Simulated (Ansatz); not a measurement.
# SiN2H (quartet): wB97M-V, B2PLYP over vertical spin and charge gaps, def2-QZVPP

How well do these functionals follow the top wave-function level for SiN2H (quartet) over vertical spin and charge gaps?

Program: Ansatz 0.2.0, Gaussian basis. Level of theory: def2-QZVPP, all electrons in the functionals, frozen cores in the correlation of double hybrids and RPA. These are calculated values, not measurements.

To be run: wB97M-V, B2PLYP, at charge 0, quartet; charge 0, doublet; charge 0, sextet; charge 1, triplet; charge 1, quintet.

### Step 1. The system

The geometry is a PBE0/def2-TZVP stationary point (not a proven minimum).

4 atoms, charge 0, spin multiplicity 4.

Atoms are counted from 1 here; the program's logs count them from 0.

Bond lengths: N1–Si2 1.697 Å, Si2–N3 1.697 Å, Si2–H4 1.480 Å. Angles: N1–Si2–N3 124.0°, N1–Si2–H4 118.0°, N3–Si2–H4 118.0°.

As a file:

```xyz
4
charge 0, multiplicity 4
N     0.0000   -0.4320    1.4989
Si    0.0000    0.3647    0.0000
N     0.0000   -0.4320   -1.4989
H     0.0000    1.8442    0.0000
```

No dispersion term is added; wB97M-V holds VV10 nonlocal correlation.

The geometry shown and the zero of energy belong to the point charge 0, quartet. The yardstick, UCCSD(T), and other wave-function levels (R restricted, U unrestricted, valence and pair active spaces) come from earlier runs.

### Step 2. wB97M-V, charge 0, quartet

in.yaml

```yaml
crystal:
  periodic: [false, false, false]
  atoms:
    - {symbol: N, position_ang: [0.000000, -0.431982, 1.498918]}
    - {symbol: Si, position_ang: [0.000000, 0.364687, 0.000000]}
    - {symbol: N, position_ang: [0.000000, -0.431982, -1.498918]}
    - {symbol: H, position_ang: [0.000000, 1.844223, 0.000000]}
basis:
  gaussian: {orbitals: "def2-QZVPP.json"}
magnetization: {spin_polarized: true, initial_magnetization: 3}
hamiltonian: {xc: {name: wB97M-V}}
output: {orbitals: {seedname: orbitals}}
```

The run is started by

```sh
$ ansatz run in.yaml --threads 1 --pin off --events-out ev --progress --plain --max-ram 2393MiB
```

Output, shortened:

```text
Functional definition: wB97M-V
  name "wB97M-V"
  cite "Mardirossian & Head-Gordon, J. Chem. Phys. 144, 214110 (2016) doi:10.1063/1.4952647"
  cite "Becke, J. Chem. Phys. 107, 8554 (1997) doi:10.1063/1.475007"
  cite "Vydrov & Van Voorhis, J. Chem. Phys. 133, 244103 (2010) doi:10.1063/1.3521275"
  # Of w^i u^j: cxij and so on, Table III.
[...]
  gx(w, u) = 1 - cx + cx01*u + cx10*w
  gss(w, u) = css00 + css04*u^4 + css10*w + css20*w^2 + css43*w^4*u^3
  gos(w, u) = cos00 + cos10*w + (cos20 + cos21*u)*w^2 + (cos60 + cos61*u)*w^6
[...]
      + integral(e_c_pw_mod_opposite_spin*gos(b97_w_opposite, b97_u_opposite)) + vv10(b, c)
761 factors; their error is unknown
170 factors; integrals over basis functions are off by at most 1.2e-5 eV
[...]
mean field -10868.18317174 eV, -399.3983648424 hartree, gradient 4.1e-5 eV, S^2 3.879601; 2 other end points of the search recorded, 0 dependent functions left out
reference -10868.18321838 eV, -399.3983665564 hartree; 16, 13 occupied and 198, 201 virtual orbitals, 761 factors
Total energy: -10868.18321838 eV, -399.3983665564 hartree
```

Wall time 39 s (1 thread of Arm Neoverse V1, shared host); peak memory 0.58 GiB.

From the report: ⟨S²⟩ of the determinant 3.880 (pure quartet: 3.75).

### Step 3. wB97M-V, charge 0, doublet

Changes to in.yaml since step 2:

```diff
@@ -9,3 +9,3 @@
   gaussian: {orbitals: "def2-QZVPP.json"}
-magnetization: {spin_polarized: true, initial_magnetization: 3}
+magnetization: {spin_polarized: true, initial_magnetization: 1}
 hamiltonian: {xc: {name: wB97M-V}}
```

The command is unchanged.

Output, shortened:

```text
Functional definition: wB97M-V
  name "wB97M-V"
  cite "Mardirossian & Head-Gordon, J. Chem. Phys. 144, 214110 (2016) doi:10.1063/1.4952647"
  cite "Becke, J. Chem. Phys. 107, 8554 (1997) doi:10.1063/1.475007"
  cite "Vydrov & Van Voorhis, J. Chem. Phys. 133, 244103 (2010) doi:10.1063/1.3521275"
  # Of w^i u^j: cxij and so on, Table III.
[...]
  gx(w, u) = 1 - cx + cx01*u + cx10*w
  gss(w, u) = css00 + css04*u^4 + css10*w + css20*w^2 + css43*w^4*u^3
  gos(w, u) = cos00 + cos10*w + (cos20 + cos21*u)*w^2 + (cos60 + cos61*u)*w^6
[...]
      + integral(e_c_pw_mod_opposite_spin*gos(b97_w_opposite, b97_u_opposite)) + vv10(b, c)
761 factors; their error is unknown
170 factors; integrals over basis functions are off by at most 1.2e-5 eV
[...]
mean field -10867.80493274 eV, -399.3844648153 hartree, gradient 7.3e-6 eV, S^2 1.775532; 11 other end points of the search recorded, 0 dependent functions left out
reference -10867.80497957 eV, -399.3844665365 hartree; 15, 14 occupied and 199, 200 virtual orbitals, 761 factors
Total energy: -10867.80497957 eV, -399.3844665365 hartree
```

It took 3.3 min on 1 thread of Arm Neoverse V1, shared host; peak memory 0.78 GiB.

From the report: ⟨S²⟩ of the determinant 1.776 (pure doublet: 0.75). The determinant is far from a pure spin state, so its energy mixes those of several spin states (harmless only where they are near-degenerate, as at dissociation).

From charge 0, quartet: +8.7 kcal/mol.

### Step 4. wB97M-V, charge 0, sextet

Changes to in.yaml since step 3:

```diff
@@ -9,3 +9,3 @@
   gaussian: {orbitals: "def2-QZVPP.json"}
-magnetization: {spin_polarized: true, initial_magnetization: 1}
+magnetization: {spin_polarized: true, initial_magnetization: 5}
 hamiltonian: {xc: {name: wB97M-V}}
```

The command is unchanged.

Output, shortened:

```text
Functional definition: wB97M-V
  name "wB97M-V"
  cite "Mardirossian & Head-Gordon, J. Chem. Phys. 144, 214110 (2016) doi:10.1063/1.4952647"
  cite "Becke, J. Chem. Phys. 107, 8554 (1997) doi:10.1063/1.475007"
  cite "Vydrov & Van Voorhis, J. Chem. Phys. 133, 244103 (2010) doi:10.1063/1.3521275"
  # Of w^i u^j: cxij and so on, Table III.
[...]
  gx(w, u) = 1 - cx + cx01*u + cx10*w
  gss(w, u) = css00 + css04*u^4 + css10*w + css20*w^2 + css43*w^4*u^3
  gos(w, u) = cos00 + cos10*w + (cos20 + cos21*u)*w^2 + (cos60 + cos61*u)*w^6
[...]
      + integral(e_c_pw_mod_opposite_spin*gos(b97_w_opposite, b97_u_opposite)) + vv10(b, c)
761 factors; their error is unknown
170 factors; integrals over basis functions are off by at most 1.2e-5 eV
[...]
mean field -10864.34144759 eV, -399.2571840839 hartree, gradient 3.6e-5 eV, S^2 8.761878; 3 other end points of the search recorded, 0 dependent functions left out
reference -10864.34149419 eV, -399.2571857965 hartree; 17, 12 occupied and 197, 202 virtual orbitals, 761 factors
Total energy: -10864.34149419 eV, -399.2571857965 hartree
```

Run time: 39 s. Hardware: 1 thread of Arm Neoverse V1, shared host; peak memory 0.56 GiB.

From the report: ⟨S²⟩ of the determinant 8.762 (pure sextet: 8.75).

From charge 0, quartet: +88.6 kcal/mol.

### Step 5. wB97M-V, charge 1, triplet

Changes to in.yaml since step 4:

```diff
@@ -9,3 +9,4 @@
   gaussian: {orbitals: "def2-QZVPP.json"}
-magnetization: {spin_polarized: true, initial_magnetization: 5}
+total_charge: 1
+magnetization: {spin_polarized: true, initial_magnetization: 2}
 hamiltonian: {xc: {name: wB97M-V}}
```

Same command.

Output, shortened:

```text
Functional definition: wB97M-V
  name "wB97M-V"
  cite "Mardirossian & Head-Gordon, J. Chem. Phys. 144, 214110 (2016) doi:10.1063/1.4952647"
  cite "Becke, J. Chem. Phys. 107, 8554 (1997) doi:10.1063/1.475007"
  cite "Vydrov & Van Voorhis, J. Chem. Phys. 133, 244103 (2010) doi:10.1063/1.3521275"
  # Of w^i u^j: cxij and so on, Table III.
[...]
  gx(w, u) = 1 - cx + cx01*u + cx10*w
  gss(w, u) = css00 + css04*u^4 + css10*w + css20*w^2 + css43*w^4*u^3
  gos(w, u) = cos00 + cos10*w + (cos20 + cos21*u)*w^2 + (cos60 + cos61*u)*w^6
[...]
      + integral(e_c_pw_mod_opposite_spin*gos(b97_w_opposite, b97_u_opposite)) + vv10(b, c)
761 factors; their error is unknown
170 factors; integrals over basis functions are off by at most 1.2e-5 eV
[...]
mean field -10857.42899030 eV, -399.0031559640 hartree, gradient 7.5e-6 eV, S^2 2.895976; 14 other end points of the search recorded, 0 dependent functions left out
reference -10857.42903430 eV, -399.0031575807 hartree; 15, 13 occupied and 199, 201 virtual orbitals, 761 factors
Total energy: -10857.42903430 eV, -399.0031575807 hartree
```

It took 4.6 min on 1 thread of Arm Neoverse V1, shared host; peak memory 0.77 GiB.

From the report: ⟨S²⟩ of the determinant 2.896 (pure triplet: 2.00). The determinant is far from a pure spin state, so its energy mixes those of several spin states (harmless only where they are near-degenerate, as at dissociation).

From charge 0, quartet: +248.0 kcal/mol.

### Step 6. wB97M-V, charge 1, quintet

Changes to in.yaml since step 5:

```diff
@@ -10,3 +10,3 @@
 total_charge: 1
-magnetization: {spin_polarized: true, initial_magnetization: 2}
+magnetization: {spin_polarized: true, initial_magnetization: 4}
 hamiltonian: {xc: {name: wB97M-V}}
```

Launched as before.

Output, shortened:

```text
Functional definition: wB97M-V
  name "wB97M-V"
  cite "Mardirossian & Head-Gordon, J. Chem. Phys. 144, 214110 (2016) doi:10.1063/1.4952647"
  cite "Becke, J. Chem. Phys. 107, 8554 (1997) doi:10.1063/1.475007"
  cite "Vydrov & Van Voorhis, J. Chem. Phys. 133, 244103 (2010) doi:10.1063/1.3521275"
  # Of w^i u^j: cxij and so on, Table III.
[...]
  gx(w, u) = 1 - cx + cx01*u + cx10*w
  gss(w, u) = css00 + css04*u^4 + css10*w + css20*w^2 + css43*w^4*u^3
  gos(w, u) = cos00 + cos10*w + (cos20 + cos21*u)*w^2 + (cos60 + cos61*u)*w^6
[...]
      + integral(e_c_pw_mod_opposite_spin*gos(b97_w_opposite, b97_u_opposite)) + vv10(b, c)
761 factors; their error is unknown
170 factors; integrals over basis functions are off by at most 1.2e-5 eV
[...]
mean field -10857.92700540 eV, -399.0214576812 hartree, gradient 8.9e-6 eV, S^2 6.010372; 2 other end points of the search recorded, 0 dependent functions left out
reference -10857.92704885 eV, -399.0214592778 hartree; 16, 12 occupied and 198, 202 virtual orbitals, 761 factors
Total energy: -10857.92704885 eV, -399.0214592778 hartree
```

It took 64 s on 1 thread of Arm Neoverse V1, shared host; peak memory 0.71 GiB.

From the report: ⟨S²⟩ of the determinant 6.010 (pure quintet: 6.00).

From charge 0, quartet: +236.5 kcal/mol.

### Step 7. B2PLYP, charge 0, quartet

Changes to in.yaml since step 6:

```diff
@@ -9,5 +9,4 @@
   gaussian: {orbitals: "def2-QZVPP.json"}
-total_charge: 1
-magnetization: {spin_polarized: true, initial_magnetization: 4}
-hamiltonian: {xc: {name: wB97M-V}}
-output: {orbitals: {seedname: orbitals}}
+magnetization: {spin_polarized: true, initial_magnetization: 3}
+hamiltonian: {xc: {name: B2PLYP}}
+correlation: {electrons: outside_noble_gas}
```

The command is unchanged.

Output, shortened:

```text
Functional definition: B2PLYP
  name "B2PLYP"
  cite "Grimme, J. Chem. Phys. 124, 034108 (2006) doi:10.1063/1.2148954"
  cite "Becke, Phys. Rev. A 38, 3098 (1988) doi:10.1103/PhysRevA.38.3098"
  cite "Lee, Yang & Parr, Phys. Rev. B 37, 785 (1988) doi:10.1103/PhysRevB.37.785"
[...]
1292 factors; integrals over basis functions are off by at most 1.1e-3 eV
[...]
mean field -10860.58003531 eV, -399.1189547322 hartree, gradient 4.4e-6 eV, S^2 3.989034; 2 other end points of the search recorded, 0 dependent functions left out
7 core orbitals not correlated: weight in the atoms' cores, before any rotation towards them, 1.000 or more for the frozen orbitals, at most 0.000 for the correlated occupied ones
reference -10860.58018400 eV, -399.1189601963 hartree; 9, 6 occupied and 198, 201 virtual orbitals, 1292 factors
second order -14.13503532 eV of doubles, -0.00000000 eV of singles
Total energy: -10864.39664354 eV, -399.2592124974 hartree
```

Wall time 19 s (1 thread of Arm Neoverse V1, shared host); peak memory 0.51 GiB.

From the report: ⟨S²⟩ of the determinant 3.989 (pure quartet: 3.75).

### Step 8. B2PLYP, charge 0, doublet

Changes to in.yaml since step 7:

```diff
@@ -9,3 +9,3 @@
   gaussian: {orbitals: "def2-QZVPP.json"}
-magnetization: {spin_polarized: true, initial_magnetization: 3}
+magnetization: {spin_polarized: true, initial_magnetization: 1}
 hamiltonian: {xc: {name: B2PLYP}}
```

Launched as before.

Output, shortened:

```text
Functional definition: B2PLYP
  name "B2PLYP"
  cite "Grimme, J. Chem. Phys. 124, 034108 (2006) doi:10.1063/1.2148954"
  cite "Becke, Phys. Rev. A 38, 3098 (1988) doi:10.1103/PhysRevA.38.3098"
  cite "Lee, Yang & Parr, Phys. Rev. B 37, 785 (1988) doi:10.1103/PhysRevB.37.785"
[...]
1292 factors; integrals over basis functions are off by at most 1.1e-3 eV
[...]
mean field -10860.19295863 eV, -399.1047299264 hartree, gradient 5.8e-6 eV, S^2 1.898741; 11 other end points of the search recorded, 0 dependent functions left out
7 core orbitals not correlated: weight in the atoms' cores, before any rotation towards them, 1.000 or more for the frozen orbitals, at most 0.000 for the correlated occupied ones
reference -10860.19310713 eV, -399.1047353838 hartree; 8, 7 occupied and 199, 200 virtual orbitals, 1292 factors
second order -14.47466718 eV of doubles, -0.00000000 eV of singles
Total energy: -10864.10126727 eV, -399.2483576198 hartree
```

Run time: 78 s. Hardware: 1 thread of Arm Neoverse V1, shared host; peak memory 0.57 GiB.

From the report: ⟨S²⟩ of the determinant 1.899 (pure doublet: 0.75). The determinant is far from a pure spin state, so its energy mixes those of several spin states (harmless only where they are near-degenerate, as at dissociation).

From charge 0, quartet: +6.8 kcal/mol.

### Step 9. B2PLYP, charge 0, sextet

Changes to in.yaml since step 8:

```diff
@@ -9,3 +9,3 @@
   gaussian: {orbitals: "def2-QZVPP.json"}
-magnetization: {spin_polarized: true, initial_magnetization: 1}
+magnetization: {spin_polarized: true, initial_magnetization: 5}
 hamiltonian: {xc: {name: B2PLYP}}
```

Launched as before.

Output, shortened:

```text
Functional definition: B2PLYP
  name "B2PLYP"
  cite "Grimme, J. Chem. Phys. 124, 034108 (2006) doi:10.1063/1.2148954"
  cite "Becke, Phys. Rev. A 38, 3098 (1988) doi:10.1103/PhysRevA.38.3098"
  cite "Lee, Yang & Parr, Phys. Rev. B 37, 785 (1988) doi:10.1103/PhysRevB.37.785"
[...]
1292 factors; integrals over basis functions are off by at most 1.1e-3 eV
[...]
mean field -10857.22114868 eV, -398.9955179253 hartree, gradient 5.5e-6 eV, S^2 8.772025; 6 other end points of the search recorded, 0 dependent functions left out
7 core orbitals not correlated: weight in the atoms' cores, before any rotation towards them, 1.000 or more for the frozen orbitals, at most 0.000 for the correlated occupied ones
reference -10857.22129921 eV, -398.9955234571 hartree; 10, 5 occupied and 197, 202 virtual orbitals, 1292 factors
second order -12.25181864 eV of doubles, -0.00000000 eV of singles
Total energy: -10860.52929024 eV, -399.1170898853 hartree
```

Run time: 24 s. Hardware: 1 thread of Arm Neoverse V1, shared host; peak memory 0.51 GiB.

From the report: ⟨S²⟩ of the determinant 8.772 (pure sextet: 8.75).

From charge 0, quartet: +89.2 kcal/mol.

### Step 10. B2PLYP, charge 1, triplet

Changes to in.yaml since step 9:

```diff
@@ -9,3 +9,4 @@
   gaussian: {orbitals: "def2-QZVPP.json"}
-magnetization: {spin_polarized: true, initial_magnetization: 5}
+total_charge: 1
+magnetization: {spin_polarized: true, initial_magnetization: 2}
 hamiltonian: {xc: {name: B2PLYP}}
```

Same command.

Output, shortened:

```text
Functional definition: B2PLYP
  name "B2PLYP"
  cite "Grimme, J. Chem. Phys. 124, 034108 (2006) doi:10.1063/1.2148954"
  cite "Becke, Phys. Rev. A 38, 3098 (1988) doi:10.1103/PhysRevA.38.3098"
  cite "Lee, Yang & Parr, Phys. Rev. B 37, 785 (1988) doi:10.1103/PhysRevB.37.785"
[...]
1292 factors; integrals over basis functions are off by at most 1.1e-3 eV
[...]
mean field -10850.39123975 eV, -398.7445234016 hartree, gradient 3.2e-6 eV, S^2 2.962193; 15 other end points of the search recorded, 0 dependent functions left out
7 core orbitals not correlated: weight in the atoms' cores, before any rotation towards them, 1.000 or more for the frozen orbitals, at most 0.000 for the correlated occupied ones
reference -10850.39136870 eV, -398.7445281405 hartree; 8, 6 occupied and 199, 201 virtual orbitals, 1292 factors
second order -12.06311901 eV of doubles, -0.00000000 eV of singles
Total energy: -10853.64841084 eV, -398.8642222311 hartree
```

Wall time 2.7 min (1 thread of Arm Neoverse V1, shared host); peak memory 0.63 GiB.

From the report: ⟨S²⟩ of the determinant 2.962 (pure triplet: 2.00). The determinant is far from a pure spin state, so its energy mixes those of several spin states (harmless only where they are near-degenerate, as at dissociation).

From charge 0, quartet: +247.9 kcal/mol.

### Step 11. B2PLYP, charge 1, quintet

Changes to in.yaml since step 10:

```diff
@@ -10,3 +10,3 @@
 total_charge: 1
-magnetization: {spin_polarized: true, initial_magnetization: 2}
+magnetization: {spin_polarized: true, initial_magnetization: 4}
 hamiltonian: {xc: {name: B2PLYP}}
```

Same command.

Output, shortened:

```text
Functional definition: B2PLYP
  name "B2PLYP"
  cite "Grimme, J. Chem. Phys. 124, 034108 (2006) doi:10.1063/1.2148954"
  cite "Becke, Phys. Rev. A 38, 3098 (1988) doi:10.1103/PhysRevA.38.3098"
  cite "Lee, Yang & Parr, Phys. Rev. B 37, 785 (1988) doi:10.1103/PhysRevB.37.785"
[...]
1292 factors; integrals over basis functions are off by at most 1.1e-3 eV
[...]
mean field -10850.81067191 eV, -398.7599372490 hartree, gradient 2.2e-6 eV, S^2 6.012464; 4 other end points of the search recorded, 0 dependent functions left out
7 core orbitals not correlated: weight in the atoms' cores, before any rotation towards them, 1.000 or more for the frozen orbitals, at most 0.000 for the correlated occupied ones
reference -10850.81080006 eV, -398.7599419584 hartree; 9, 5 occupied and 198, 202 virtual orbitals, 1292 factors
second order -11.87452454 eV of doubles, -0.00000000 eV of singles
Total energy: -10854.01692168 eV, -398.8777647549 hartree
```

Wall time 25 s (1 thread of Arm Neoverse V1, shared host); peak memory 0.51 GiB.

From the report: ⟨S²⟩ of the determinant 6.012 (pure quintet: 6.00).

From charge 0, quartet: +239.4 kcal/mol.

### Step 12. Against the wave-function levels

No level is safe as a reference over these points; UCCSD(T) serves as a yardstick only. It comes from earlier runs at the same points. Energies in kcal/mol, counted from charge 0, quartet; blanks weren't run or aren't comparable.

| level | quartet to doublet | quartet to sextet | ionisation to the triplet cation | ionisation to the quintet cation |
| --- | --- | --- | --- | --- |
| UCCSD(T) | 6.7 | 89.0 | 248.3 | 240.9 |
| wB97M-V | 8.7 | 88.6 | 248.0 | 236.5 |
| B2PLYP | 6.8 | 89.2 | 247.9 | 239.4 |

Largest miss and mean time a point (UCCSD(T) took 4.2 min a point; shared hosts):

| level | largest miss (kcal/mol) | where | time a point |
| --- | --- | --- | --- |
| wB97M-V | -4.4 | ionisation to the quintet cation | 2 min |
| B2PLYP | -1.5 | ionisation to the quintet cation | 61 s |

### Step 13. Outcome

| quantity | value |
| --- | --- |
| quartet to doublet, UCCSD(T) | 6.7 kcal/mol |
| quartet to sextet, UCCSD(T) | 89.0 kcal/mol |
| ionisation to the triplet cation, UCCSD(T) | 248.3 kcal/mol |
| ionisation to the quintet cation, UCCSD(T) | 240.9 kcal/mol |
| largest miss, wB97M-V | -4.4 kcal/mol (ionisation to the quintet cation) |
| largest miss, B2PLYP | -1.5 kcal/mol (ionisation to the quintet cation) |

In words: Of the functionals, B2PLYP keep the smallest largest miss at the points compared (at most 1.5 kcal/mol) and wB97M-V strays most (4.4 kcal/mol, at ionisation to the quintet cation). wB97M-V, B2PLYP clearly break the spin symmetry at some points (⟨S²⟩ up to 1.15 above the pure value), so energy there is bought with a mixed spin. Functionals and the yardstick converge differently with the basis, so part of each miss in def2-QZVPP is the basis. The yardstick itself may be off where one determinant is a poor start.
